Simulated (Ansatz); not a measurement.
## Ansatz (development build ahead of 0.2.0) run

```yaml
crystal:
  periodic: [false, false, false]
  atoms:
    - { symbol: "N", position_ang: [0.0, 0.0, -0.13085] }
    - { symbol: H, position_ang: [0.0, 0.0, 0.91593] }
basis:
  gaussian: { orbitals: cc-pVTZ }
magnetization:
  spin_polarized: true
  initial_magnetization: 2
hamiltonian:
  xc: hf
correlation:
  method: mp2
  frozen_orbitals: { H: 0, "N": 1 }
```

The input is written out in the form of the current development build from the run's settings.

Results

```json
{"Converged": "yes", "Reference energy": "-54.98090 hartree", "Correlation energy": "-0.13690 hartree", "Total energy": "-55.11780 hartree", "Spin squared of the determinant": "2.016"}
```
